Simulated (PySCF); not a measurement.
Input of a run (PBE0-D3(BJ)/def2-SVP geometry optimisation, gas phase (PySCF 2.14.0)), started from MMFF94s:
```
{"job": {"xc": "PBE0", "basis": "def2-SVP", "d3": "d3bj", "grid": 1, "kind": "geom"}, "charge": 0, "multiplicity": 1}
C      0.377577     0.949687    -0.115801
C     -0.929593     0.407732    -0.165804
C     -0.793959    -0.940596     0.070032
O      0.512288    -1.259727     0.261338
C      1.219498    -0.105812     0.147052
H      0.671527     1.980512    -0.253819
H     -1.856161     0.932527    -0.350510
H     -1.489988    -1.765511     0.131481
H      2.288812    -0.198813     0.276031
```

Output (energies in Eh, forces in Eh/bohr):
```
step   0  E = -229.59778580  max force = 0.018846
step   1  E = -229.58384327  max force = 0.041959
step   2  E = -229.59450341  max force = 0.012091
step   3  E = -229.59748568  max force = 0.012922
step   4  E = -229.59719404  max force = 0.016072
step   5  E = -229.59819093  max force = 0.006057
step   6  E = -229.59759929  max force = 0.017908
step   7  E = -229.59856958  max force = 0.002159
step   8  E = -229.59858085  max force = 0.000347
optimisation converged
```

Question: Summarise the run.

Answer: The energy falls by 2.1 kJ/mol over 9 energy and gradient evaluations, the largest force component goes from 0.0188 to 3.5e-04 Eh/bohr, and the atoms move by 0.009 Å rms after alignment. The bond that changes most is C1–C2 (both ends aromatic CH carbon), which lengthens by 0.015 Å. Bonds longer at the end by more than 0.005 Å: 5 of 9; shorter: 4. The energy rose by more than 1e-6 Eh at steps 1, 4 and 6.

Question: What are the final bond lengths?

Answer: C1–C2 1.431 Å, C2–C3 1.363 Å, C3–O4 1.348 Å, O4–C5 1.348 Å, C1–C5 1.363 Å, C1–H6 1.088 Å, C2–H7 1.088 Å, C3–H8 1.087 Å, C5–H9 1.087 Å. Numbering counts from 1 in the input's order; the species is `C1=COC=C1` (furan).

The run used 90 basis functions and 66 SCF cycles in all. The run took about 17 s of CPU time (one thread, shared machine).

Stationary, but not proved a minimum.
